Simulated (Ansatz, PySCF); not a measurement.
System: phosphine, PH3, net charge 0, singlet state. SMILES: P
Coordinates optimised at B3LYP-D3(BJ)/def2-TZVP (Ansatz, a first-principles code):
```xyz
4

P      0.0029     0.0016     0.1282
H     -0.0038     1.1839    -0.6561
H      1.0120    -0.6137    -0.6568
H     -1.0521    -0.5944    -0.6098
```

PBE beside other levels, property by property. Valence correlation only, unless marked. UHF or UKS for open shells. No spin-orbit coupling. Non-relativistic. Basis-set limits of correlation are two-point, X^-3; Hartree-Fock from the larger set. Rows marked 298 K are enthalpies with B3LYP-D3(BJ) harmonic zero-point and thermal terms from PySCF. Enthalpies of formation rest on the atoms' values in the G2/97 table (older ones for B and Si), with no core term in the frozen-core levels. Anions need diffuse functions, of which def2-TZVPD holds fewer than the aug- sets. The coupled-cluster column (Ansatz) is a level with limits of its own: (a) CCSD(T)/CBS(aug-cc-pV(T+d)Z,aug-cc-pV(Q+d)Z); (b) CCSD(T)/CBS(cc-pV(T+d)Z,cc-pV(Q+d)Z).

| property | PBE/def2-TZVPD (Ansatz) | M06-2X/def2-TZVPD (PySCF) | wB97M-V/def2-TZVPD (Ansatz) | CCSD(T)/cc-pV(T+d)Z (Ansatz) | coupled cluster | measured |
|---|---|---|---|---|---|---|
| enthalpy of formation at 298 K by atomisation (kcal/mol) | 4.1 | 1.4 | -1.8 | 8.6 | 1.2 (a) | 1.3 |
| deprotonation enthalpy (H-P bond), 298 K, to [PH2-] + H+ (kcal/mol) | 369.8 | 369.8 | 368.8 | 377.2 | 366.9 (a) | - |
| proton affinity at P, enthalpy at 298 K, to [PH4+] (kcal/mol) | 184.7 | 186.0 | 183.2 | 188.2 | 187.7 (b) | - |
| H-P bond dissociation enthalpy, 298 K, to [PH2] (PH2) + H atom (kcal/mol) | 79.5 | 80.9 | 82.8 | 80.7 | 82.6 (a) | - |

Measured values: G2/97 table in ASE (Curtiss et al.); they hold spin-orbit effects, which all levels lack, and core correlation, which the frozen-core levels lack. This is an older compilation, not checked against later work.

As the rows show:
- enthalpy of formation at 298 K by atomisation: PBE lies 2.8 kcal/mol above the measured value.
- deprotonation enthalpy (H-P bond), 298 K, to [PH2-] + H+: PBE lies 2.9 kcal/mol above coupled cluster.
- proton affinity at P, enthalpy at 298 K, to [PH4+]: PBE lies 3.0 kcal/mol below coupled cluster.
- H-P bond dissociation enthalpy, 298 K, to [PH2] (PH2) + H atom: PBE lies 3.1 kcal/mol below coupled cluster.
